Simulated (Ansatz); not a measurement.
Input for Ansatz (development build ahead of 0.2.0):

```yaml
crystal:
  periodic: [false, false, false]
  atoms:
    - { symbol: O, position_ang: [1.96064, 0.0016, -0.00854] }
    - { symbol: H, position_ang: [1.44157, 0.69706, 0.42132] }
    - { symbol: H, position_ang: [2.67256, 0.47118, -0.43144] }
    - { symbol: O, position_ang: [0.00273, 1.9559, -0.00698] }
    - { symbol: H, position_ang: [-0.67764, 1.45087, -0.43606] }
    - { symbol: H, position_ang: [-0.46604, 2.68382, 0.42696] }
    - { symbol: O, position_ang: [-1.95694, 0.00749, 0.00345] }
    - { symbol: H, position_ang: [-1.44423, -0.68163, 0.43289] }
    - { symbol: H, position_ang: [-2.68492, -0.47059, -0.43138] }
    - { symbol: O, position_ang: [-0.00054, -1.95459, 0.00949] }
    - { symbol: H, position_ang: [0.68563, -1.44954, -0.43608] }
    - { symbol: H, position_ang: [0.47706, -2.68798, 0.43886] }
basis:
  gaussian: { orbitals: "6-31G" }
hamiltonian:
  xc: hf
```

The input is written out in the form of the current development build from the run's settings.

Results

- Converged: yes
- Total energy: -303.98744 hartree
- Spin squared of the determinant: 0.000
